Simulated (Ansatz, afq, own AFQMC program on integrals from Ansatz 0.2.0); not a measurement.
Where AFQMC and coupled cluster stand for H$_{2}$OF, doublet

| atom | x (Å) | y (Å) | z (Å) |
| --- | --- | --- | --- |
| O | -1.2438 | -0.0252 | 0.0000 |
| H | -1.4931 | 0.9013 | 0.0000 |
| H | 0.2152 | -0.0252 | 0.0000 |
| F | 1.1152 | -0.0252 | 0.0000 |

Connectivity, by distances: OH ··· FH.

Basis cc-pVTZ. Noble-gas cores (and the filled d shells of Ga–Kr and In–Xe) are frozen. AFQMC by an in-house program on the Cholesky factors that Ansatz 0.2.0 writes for its CCSD(T) run. ph-AFQMC/CISD is guided by a CISD state made of CCSD amplitudes; releasing the constraint for a short imaginary time cuts its bias at the price of noise, slowly where states lie close. ± is one standard error of the sampling.

Determinant: UHF, the one that the program's search chose, which needn't be the lowest solution. The geometry is a point of a scan.

No full CI on the walks' own integrals is used here. The released AFQMC energy serves as the reference, which it does only where one determinant dominates, the energy is flat over the last release times and near the phaseless one (40 meV or 2 meV an electron, half that with transition metals). On small molecules, where full CI could be run and the noise was under 10 meV, such values lay within 10 meV of it in 19 cases of 20, a flattering rate, since the rule was set on those same cases; what remains of the bias isn't in the error bar.

Cautions: the released value is read at 0.99 1/Eh, later times being too noisy (meV from the phaseless value at times in 1/Eh: -6 ± 10 at 0.24, -4 ± 9 at 0.51, 0 ± 8 at 0.99, 5 ± 17 at 1.50).

- T1 diagnostic: 0.0085
- weight of the determinant in the CISD state: 0.907
- ⟨S²⟩ of the determinant: 0.756
- size of the correlated space: 15 electrons in 86 orbitals

```
  level  correlation energy (eV)
    MP2                 -12.9119
   CCSD                 -13.3258
CCSD(T)                 -13.6544
```

Q: Estimate where AFQMC with the constraint released lies against CCSD(T) on the same integrals.

A: 0.43 ± 0.19 kcal/mol below CCSD(T).

Reference: AFQMC with the constraint released, correlation energy -13.673 ± 0.008 eV.

| level | E − E(reference) (kcal/mol) | share of correlation (%) |
| --- | --- | --- |
| CCSD(T) | 0.43 ± 0.19 | 99.86 |
| ph-AFQMC/CISD | 0.00 ± 0.26 | 100.00 |

A walk keeps the symmetry of its determinant, which the program's search chose and which needn't be the lowest solution, so a lower state of the same spin and another symmetry isn't excluded. Released energies are given only where the last usable release times agree within the noise; a slower fall can still hide under it.
